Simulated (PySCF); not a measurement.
System (SMILES): C (CH4).
Geometry (B3LYP-D3(BJ)/def2-TZVP, fixed):
```xyz
5

C      0.0000     0.0000     0.0000
H      0.6205     0.6269     0.6390
H     -0.6429    -0.6249     0.6185
H      0.6369    -0.6328    -0.6166
H     -0.6146     0.6308    -0.6409
```
Charge 0, spin multiplicity 1.

Basis-set convergence of the isotropic shielding of C1 at HF with PySCF. GIAO, no density fitting; atoms are numbered in the order shown. All functions are spherical. No added dispersion term, no relativity. Reference: the value in pcseg-3, 193.27 ppm, itself unsure by roughly 1.13 ppm (its distance from pcSseg-2). Deviations are taken from unrounded values.

```json
[
 {"basis": "6-31G", "functions": "17", "isotropic shielding of C1 (ppm)": "206.74", "minus reference (ppm)": "13.47"},
 {"basis": "6-31G*", "functions": "22", "isotropic shielding of C1 (ppm)": "200.23", "minus reference (ppm)": "6.96"},
 {"basis": "6-31+G*", "functions": "26", "isotropic shielding of C1 (ppm)": "201.62", "minus reference (ppm)": "8.36"},
 {"basis": "def2-SVP", "functions": "34", "isotropic shielding of C1 (ppm)": "201.39", "minus reference (ppm)": "8.13"},
 {"basis": "6-311+G**", "functions": "46", "isotropic shielding of C1 (ppm)": "196.31", "minus reference (ppm)": "3.05"},
 {"basis": "aug-cc-pVDZ", "functions": "59", "isotropic shielding of C1 (ppm)": "203.48", "minus reference (ppm)": "10.21"},
 {"basis": "6-311++G(2d,2p)", "functions": "67", "isotropic shielding of C1 (ppm)": "195.74", "minus reference (ppm)": "2.47"},
 {"basis": "def2-TZVPD", "functions": "73", "isotropic shielding of C1 (ppm)": "195.13", "minus reference (ppm)": "1.86"},
 {"basis": "pcseg-3", "functions": "192", "isotropic shielding of C1 (ppm)": "193.27", "minus reference (ppm)": "0.00"}
]
```

The smallest set listed that lies within 5 ppm of the reference with all its larger relatives (same family, alike in diffuse functions; a set with none counts only in the reference's own line) is 6-311+G** (46 functions, 3.05 ppm off). (Relatives not listed, tested too: def2-TZVPPD 2.21, 6-311++G(3df,3pd) 1.69, def2-QZVPPD 1.29 ppm.)
